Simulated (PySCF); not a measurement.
Bonds (- single, = double, # triple, : aromatic): C1-C2 1.495 Å, C2-C3 1.495 Å, C2=C4 1.350 Å, C4-C5 1.425 Å, C5#N6 1.161 Å. C1 carries H7, H8, H9; C3 carries H10, H11, H12; C4 carries H13.

Geometry: PBE0-D3(BJ)/def2-SVP; GIAO shifts from PySCF 2.14, gas phase, non-relativistic, averaged over equivalent atoms.

At KT2/pcSseg-1 (137 basis functions, 17 s wall time on 1 thread of an Arm Neoverse V1, shared host):
```json
{"atoms": "C2", "δ (ppm)": "157.8"}
{"atoms": "C5", "δ (ppm)": "111.8"}
{"atoms": "C4", "δ (ppm)": "95.0"}
{"atoms": "C3", "δ (ppm)": "27.1"}
{"atoms": "C1", "δ (ppm)": "23.9"}
{"atoms": "N6", "δ (ppm)": "301.6"}
{"atoms": "H13", "δ (ppm)": "4.92"}
{"atoms": "H7/H8/H9", "δ (ppm)": "2.09"}
{"atoms": "H10/H11/H12", "δ (ppm)": "1.87"}
```

References, each an isolated molecule treated in the same way: ¹³C (σ = 183.22 ppm), ¹H (σ = 31.18 ppm) against TMS; NH3 for ¹⁵N (σ = 264.30 ppm).

Problem. Estimate the result of repeating the calculation with PBE0/6-311+G(2d,p).

Solution. 
| atoms | δ at PBE0/6-311+G(2d,p) | change |
| --- | --- | --- |
| C2 | 169.7 | +11.9 |
| C5 | 120.8 | +9.0 |
| C4 | 101.1 | +6.1 |
| C3 | 26.3 | -0.8 |
| C1 | 23.0 | -0.9 |
| N6 | 307.0 | +5.4 |
| H13 | 5.16 | +0.24 |
| H7/H8/H9 | 2.08 | -0.01 |
| H10/H11/H12 | 1.86 | -0.01 |

Scale: TMS for ¹³C (σref 186.44) and ¹H (σref 31.51); ¹⁵N (σref 261.88) vs NH3 (reference shieldings calculated alike).

The largest change is at C2 (fully substituted alkene carbon). Cost: 204 basis functions, 20 s wall time on 1 thread of an Arm Neoverse V2, shared host. The order of the carbon signals is the same at both levels.

Experimental scales use liquid or dissolved standards, which lie at an offset from isolated NH3 (liquid NH3: subtract about 20 ppm). Unscaled 15N shifts of sp2 nitrogen come out 20 to 40 ppm too high even then.
